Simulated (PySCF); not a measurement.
H₂Si, neutral, multiplicity 1. Atoms are numbered in the order given.

```xyz
3

Si     0.0000     0.0000     0.1354
H      0.0000    -1.0928    -0.9477
H      0.0000     1.0928    -0.9477
```
Charge 0, spin multiplicity 1.

Coordinates come from a PBE-D3(BJ)/def2-TZVPD optimisation. The isomer is the one that the SMILES or the coordinates give; other isomers of the formula were not compared.

The numbers are results of B3LYP/def2-TZVPD in PySCF, not measurements.

Gas-phase values at a fixed geometry.

| Item | Result |
|---|---|
| total energy | -290.64127 hartree |
| point group | C2v |
| highest occupied level | -6.75 eV |
| lowest empty level | -3.32 eV |
| orbital gap | 3.43 eV |
| dipole moment | 0.01 D |
| quadrupole, principal values (traceless, Buckingham form, about the centre of nuclear charge) | -3.80, -1.03, 4.83 D·Å |
| mean static polarisability | 36.5 bohr³ (5.41 Å³) |
| polarisability, principal values | 31.1, 38.3, 40.2 bohr³ |
